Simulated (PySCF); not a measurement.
## PO⁺ at PBE0

Level: PBE0. basis P STO-3G, O STO-3G; no relativity; PySCF 2.14.

- state: triplet, unpaired electrons π ↑↑, a mixture of terms (⟨Lz²⟩ = 2.0), a second solution, started from another occupation
- bond length: 1.707 Å
- harmonic wavenumber: 960 cm⁻¹
- force constant: 5.73 mdyn/Å
- rotational constant Be: 0.5487 cm⁻¹
- anharmonicity ωexe: 4.49 cm⁻¹
- vibration–rotation constant αe: 0.00319 cm⁻¹
- energy of the minimum from ground-state P⁺ + O: -3.95 eV
- bond order (Mayer): 1.55
- dipole moment (positive dipole points towards O; it is taken about the centre of mass and depends on that origin): -1.29 D

For an ion De counts to the pair picked by the measured ionisation energies or electron affinities, which need not be the lowest pair at this level. STO-3G is very small, so such numbers show the basis as much as the molecule.
